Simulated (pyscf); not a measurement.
H₂N–SiH₂–Cl (SMILES N[SiH2]Cl) + NH₂• (SMILES [NH2]) → •HN–SiH₂–Cl (SMILES [NH][SiH2]Cl) + NH₃ (SMILES N), a hydrogen abstraction (doublet surface; H–N broken, H–N formed). Single points on ωB97X-D3(BJ)/def2-SVP structures (PySCF, gas phase). Energies in eV from the separated reactants.

Small-basis levels: PySCF, no dispersion term, spherical d functions. Open shells are spin-unrestricted. 

Problem. Quick BP86/6-31G* single points give ΔE‡ = -0.04 eV and ΔE = +0.14 eV. What does ωB97M-D3(BJ)/def2-TZVP give, and how far is the quick result from it?

Solution. ωB97M-D3(BJ)/def2-TZVP gives ΔE‡ = 0.47 eV and ΔE = +0.18 eV. BP86/6-31G* lies 0.51 eV under it in the barrier and 0.04 eV under it in the reaction energy, so on this step it does not hold to within 0.13 eV. At BP86/6-31G* this geometry lies under one side, so its ΔE‡ may be no barrier of that level. ωB97M-D3(BJ)/def2-TZVP has limits of its own. On the reactant side the descent ends in a complex, 0.24 eV under the separated species and 0.70 eV under the saddle at ωB97X-D3(BJ)/def2-TZVP. The same reactants have a lower exit, to H₂N–SiH•–Cl + NH₃ (barrier +0.21 eV at ωB97M-D3(BJ)/def2-TZVP, against +0.47 eV here). •HN–SiH₂–Cl lies 0.87 eV over its isomer H₂N–SiH•–Cl (electronic energy, ωB97M-D3(BJ)/def2-TZVP). This is the saddle that the search found; another between the same sides may lie lower. The angle at the transferred H is 150°.
